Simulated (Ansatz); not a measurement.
## Strength of the O–C bond: C3H8O → C2H5O + CH3

Species: C3H8O (methoxyethane) `CCOC`, singlet; C2H5O (ethoxy radical) `CC[O]`, doublet; CH3 (methyl radical) `[CH3]`, doublet. 

Shapes, held fixed at every level: PBE0-D4/def2-TZVP. Flexible molecules stand in one conformer, not always the lowest. Programs: Ansatz 0.2.0. The zero-point and thermal change to 298 K, harmonic and unscaled (PBE0-D4/def2-TZVP), is -29.2 kJ/mol.

Estimate the reaction enthalpy at 298 K.

From tabulated heats of formation (Active Thermochemical Tables, CRC Handbook of Chemistry and Physics), ΔH(298 K) = +351.4 kJ/mol. Nearest: CCSD(T)/CBS estimate (+2.6); farthest: HF/def2-TZVPP (-161.3). 2 of 8 levels lie within 10 kJ/mol. Electron pairs are made or broken, so correlation matters. Open shells run unrestricted unless RO is named. The CBS estimate extrapolates MP2 from def2-TZVPP and def2-QZVPP and adds CCSD(T) − MP2 in the triple-zeta set, cores frozen.

```tsv
level	kind	ΔH (kJ/mol)	computed − measured
HF/def2-SVP	Hartree–Fock	+201.0	-150.4
HF/def2-TZVPP	Hartree–Fock	+190.1	-161.3
PBE0/def2-SVP	global hybrid	+339.2	-12.2
MP2/def2-TZVPP	perturbation theory	+380.0	+28.6
CCSD(T)/def2-SVP	coupled cluster or CI	+339.0	-12.4
CCSD(T)/def2-TZVPP	coupled cluster or CI	+342.4	-9.0
CCSD/def2-TZVPP	coupled cluster or CI	+329.7	-21.7
CCSD(T)/CBS estimate	coupled cluster or CI	+354.1	+2.6
```
